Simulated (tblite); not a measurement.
Species: C2HF3N (doublet state).
SMILES: `[N]=CC(F)(F)F`

Level: GFN2-xTB in tblite, geometry and Hessian alike; calculated harmonic values, unscaled, isolated species. Errors from tens to a few hundred cm⁻¹ against measured bands are possible. Open shells enter through the occupations alone, without spin polarisation, and single modes of such species can be off by tens of per cent.

Harmonic wavenumbers (cm⁻¹): 40.5, 232.4, 304.0, 386.7, 468.2, 484.6, 583.1, 764.3, 793.8, 1044.9, 1073.9, 1080.0, 1169.0, 1853.9, 2809.1.

A = 5544, B = 3073, C = 3016 MHz; mass 96.006 u (most abundant isotopes); point group Cs, symmetry number 1; spin multiplicity 2.

Problem. What is the zero-point energy?

Solution. ½Σν̃ = 6544 cm⁻¹ = 78.29 kJ/mol.

Problem. Give the ideal-gas entropy at 298.15 K and 1 bar in the rigid-rotor, harmonic-oscillator model (classical rotation).

Solution. Translation 165.78, rotation 109.78, vibration 50.78, spin (R ln 2) 5.76: S = 332.1 J/(mol K).

Problem. And Cp and H(298.15 K) − H(0)?

Solution. Cp = 88.32 J/(mol K), of which vibrations give 55.06 (their classical limit is 15 R = 124.7); H(298.15 K) − H(0) = 17.88 kJ/mol without the zero-point energy, 7.96 from vibrations.

Problem. Which modes carry the vibrational entropy at 298.15 K?

Solution. 40.5 cm⁻¹: 21.90; 232.4 cm⁻¹: 7.78; 304.0 cm⁻¹: 5.84; 386.7 cm⁻¹: 4.24; 468.2 cm⁻¹: 3.11; 484.6 cm⁻¹: 2.92 J/(mol K); the other 9 give 5.00 together.

Problem. How do the functions run with temperature in this model?

Solution. 
```tsv
T (K)	S (J/(mol K))	Cp (J/(mol K))	H − H(0) (kJ/mol)	G − H(0) (kJ/mol)	ln q(vib)
150	282.0	59.6	6.83	-35.47	1.35
250	317.3	79.9	13.83	-65.50	2.38
400	360.2	103.0	27.66	-116.43	4.00
600	405.9	121.7	50.31	-193.22	6.10
900	458.3	136.3	89.27	-323.24	8.94
```

q(vib) and H(0) count from the zero-point level.

Hindered rotation and anharmonicity are outside this model.

Conformer computed: `[N:1]=[CH:2][C:3]([F:4])([F:5])[F:6]`: N1–C2–C3–F4 -121°.
